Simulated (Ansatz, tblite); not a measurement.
# The cluster ZrTe2: one state, many levels

The task here is to estimate one member of a computed series from the others.

Method: as each input shows; program: Ansatz 0.2.0, Gaussian basis.

The runs, in order: GFN1-xTB, GFN2-xTB, PBE-D4/def2-TZVP, r2SCAN-D4/def2-TZVP, LDA/def2-TZVP, r2SCAN0-D4/def2-TZVP, HSE06-D4/def2-TZVP, ωB97M-V/def2-TZVP, r2SCANh-D4/def2-TZVP, PBE+5HF/def2-TZVP, PBE+10HF/def2-TZVP, PBE+15HF/def2-TZVP, PBE+35HF/def2-TZVP, PBE+50HF/def2-TZVP, PBE-D4/def2-SVP, PBE0-D4/def2-SVP, PBE0-D4/def2-TZVPD, PBE-D4/def2-TZVPD, r2SCAN-D4/def2-TZVPD, CCSD(T)/def2-TZVPP, MP2/def2-TZVP, RPA/def2-TZVP.

3 further runs of the same task are left out: 3 set aside as unsound or not needed. Runs told in other sessions of the task aren't counted.

## The relaxed structure

The geometry is that of the singlet, from an earlier relaxation (PBE-D4/def2-TZVP). At that level it is the lowest of the isomers that a small search found.

3 atoms, charge 0, spin multiplicity 1.

Bond lengths: Zr1–Te2 2.565 Å, Zr1–Te3 2.565 Å. Angles: Te2–Zr1–Te3 108.6°.

Geometry (Å):

```csv
atom,x (Å),y (Å),z (Å)
Zr1,0.1972,-0.4623,-0.8620
Te2,-1.6286,1.3016,-0.4930
Te3,1.4314,-0.8393,1.3550
```

Te, Zr take a core potential in the def2 sets. No spin-orbit coupling is included.

PBE0-D4/def2-TZVP was run before; its log isn't repeated, and its numbers join the tables.

Set-up of the first run:

Tight binding, by tblite at 300 K electronic temperature and without a spin-polarisation term:

```python
tblite.interface.Calculator('GFN1-xTB', numbers, positions, charge=0, uhf=0).singlepoint()
```

Tight binding, by tblite at 300 K electronic temperature and without a spin-polarisation term:

```python
tblite.interface.Calculator('GFN2-xTB', numbers, positions, charge=0, uhf=0).singlepoint()
```

start.molden holds the orbitals of an earlier run on this state, given as this run's starting guess.

in.yaml reads:

```yaml
crystal:
  periodic: [false, false, false]
  atoms:
    - {symbol: Zr, position_ang: [0.197193, -0.462261, -0.862038]}
    - {symbol: Te, position_ang: [-1.628631, 1.301575, -0.492997]}
    - {symbol: Te, position_ang: [1.431438, -0.839314, 1.355035]}
basis:
  gaussian: {orbitals: def2-TZVP, initial_orbitals: start.molden}
hamiltonian: {xc: pbe, dispersion: d4}
scf: {omitted_lower_state_checks: [starts]}
output: {orbitals: {seedname: orbitals}}
```

On the command line:

```sh
> ansatz run in.yaml --threads 4 --pin off --events-out ev --progress --plain --max-ram 3916MiB
```

Steps of the session up to this table: PBE-D4/def2-TZVP; r2SCAN-D4/def2-TZVP; LDA/def2-TZVP; r2SCAN0-D4/def2-TZVP; HSE06-D4/def2-TZVP; ωB97M-V/def2-TZVP; r2SCANh-D4/def2-TZVP; PBE+5HF/def2-TZVP; PBE+10HF/def2-TZVP; PBE+15HF/def2-TZVP; PBE+35HF/def2-TZVP; PBE+50HF/def2-TZVP; PBE-D4/def2-SVP; PBE0-D4/def2-SVP; PBE0-D4/def2-TZVPD; PBE-D4/def2-TZVPD; r2SCAN-D4/def2-TZVPD; CCSD(T)/def2-TZVPP; MP2/def2-TZVP; RPA/def2-TZVP.

One of the session's tables, all rows but one given; the rest of the session is left out.

It belongs to the step «Binding energy». 

```
             level  binding an atom (eV)
      HF/def2-TZVP                 1.100
     HF/def2-TZVPP                 1.099
     LDA/def2-TZVP                     ?
  PBE0-D4/def2-SVP                 2.711
 PBE0-D4/def2-TZVP                 2.711
PBE0-D4/def2-TZVPD                 2.713
HSE06-D4/def2-TZVP                 2.720
 ωB97M-V/def2-TZVP                 2.400
     MP2/def2-TZVP                 2.929
   CCSD/def2-TZVPP                 2.355
CCSD(T)/def2-TZVPP                 2.654
```

Q: Estimate the row for LDA/def2-TZVP from the others.

As computed: binding an atom (eV): 3.422. In the column «binding an atom (eV)» it is the highest.

Caveats from the session: Free atoms were run apart at each level; binding is atoms less cluster, divided by the number of atoms, without zero-point or spin-orbit terms.
